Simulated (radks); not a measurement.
# N³⁻ held by a Watson sphere

An exercise on one series of results from a longer session: the logs are not shown, and one member is left open.

The numbers are computed with radks (a radial shooting solver on a logarithmic mesh, Libxc functionals) version 1 (non-relativistic Kohn-Sham, LB94 model potential, spin-polarised, spherical densities, point nucleus), except any that are marked as measured or tabulated.

## The atom as given

```
element       : nitrogen (Z = 7)
charge        : -3
electrons     : 10
configuration : [Ne]
```

Outer shells as boxes (Hund's rule):

N³⁻
```
[He] core
2s [↑↓]
2p [↑↓][↑↓][↑↓]
```

LB94 adds a gradient term to the LDA potential that gives it a −1/r tail. It is a model potential with no energy functional, so Etot and Exc are not given.

The first run:

Input:

```text
Z 7
configuration [Ne]
relativity non-relativistic
functional lda,pw
model_potential LB94
spin polarised
nucleus point
watson charge 3 radius 1.67 bohr
response adiabatic LDA kernel
```

Steps of the session up to this table: R = 1.67 bohr; R = 2.04 bohr; R = 2.06 bohr; R = 3.49 bohr; R = 3.78 bohr.

One table of the session follows, with a row left open; its other results are not shown here.

| R (bohr) | highest level (eV) | its <r> (bohr) | sum of <r²> (bohr²) | α (bohr³) |
| --- | --- | --- | --- | --- |
| 1.67 | -13.779 | 1.597 | 24.49 | 13.16 |
| 2.04 | -11.892 | 1.743 | 29.00 | 20.02 |
| 2.06 | -11.799 | 1.751 | 29.24 | 20.46 |
| 3.49 | ? | ? | ? | ? |
| 3.78 | -6.334 | 2.337 | 52.51 | 116.5 |

Estimate the missing values for R (bohr) = 3.49.

Worked estimate for «highest level (eV)». A straight line through the neighbours (2.06, -11.799) and (3.78, -6.334) gives -11.799 + (-6.334 + 11.799) × (3.49 − 2.06) / (3.78 − 2.06) = -7.255; a parabola fitted to 3 rows on both sides gives -6.904.

**Answer.** highest level (eV): -6.960; its <r> (bohr): 2.245; sum of <r²> (bohr²): 48.13; α (bohr³): 88.96. In «highest level (eV)» the line misses by -0.295 and the parabola by +0.056.

In words: From R = 1.67 to 3.78 bohr the top level moves from -13.779 to -6.334 eV and its mean radius from 1.60 to 2.34 bohr. A wider sphere makes a shallower well, so the ion swells. Response by self-consistent Sternheimer equations with the Hartree and adiabatic LDA kernel.
